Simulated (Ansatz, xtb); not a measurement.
## Relaxing a trial structure of H4OPSi−

The starting geometry of this gas-phase singlet has its atoms placed at random.

```json
{"atom": "O", "x (Å)": "0.0302", "y (Å)": "-0.3932", "z (Å)": "1.4679"}
{"atom": "P", "x (Å)": "-0.7997", "y (Å)": "0.8700", "z (Å)": "0.4593"}
{"atom": "Si", "x (Å)": "-0.2349", "y (Å)": "-1.8964", "z (Å)": "-0.6504"}
{"atom": "H", "x (Å)": "-0.9496", "y (Å)": "-0.4250", "z (Å)": "-0.8429"}
{"atom": "H", "x (Å)": "0.3723", "y (Å)": "1.1212", "z (Å)": "-1.0784"}
{"atom": "H", "x (Å)": "1.4550", "y (Å)": "-1.3088", "z (Å)": "0.3468"}
{"atom": "H", "x (Å)": "-1.2742", "y (Å)": "-0.2843", "z (Å)": "0.4800"}
```

One run relaxed it with r2SCAN-D4/def2-SVPD. What is a likely outcome?

It ends as `[SiH2-]OP`. Distances that change by over a tenth: O1–P2 (1.82 → 1.63 Å), P2–H7 (1.25 → 1.45 Å). Contacts that close: O1–Si3 (2.61 → 1.81 Å), P2–H5 (1.95 → 1.45 Å), Si3–H6 (2.05 → 1.56 Å).

The energy falls by 8.39 eV over 17 steps:

| step | E − E(last) (eV) |
| --- | --- |
| 1 | 8.388 |
| 3 | 3.397 |
| 5 | 0.896 |
| 6 | 0.318 |
| 8 | 0.063 |
| 10 | 0.050 |
| 12 | 0.032 |
| 13 | 0.005 |
| 15 | 0.000 |
| 17 | 0.000 |

Final geometry (Å):

```xyz
7

O    -0.2062   -0.5787    1.2394
P    -0.7026    0.9259    0.8393
Si    0.3420   -1.9031    0.1275
H    -0.8135   -1.7486   -0.9085
H     0.3100    1.3397   -0.1131
H     1.2845   -1.0183   -0.7445
H    -1.6150    0.6664   -0.2577
```

From the same start GFN2-xTB reaches the same bonding as this run.

From so rough a start the end depends on the optimiser's path, so another program may land elsewhere. The end wasn't checked by frequencies. Run with Ansatz 0.2.0, 31 s on 2 threads of Arm Neoverse V1 (shared host).
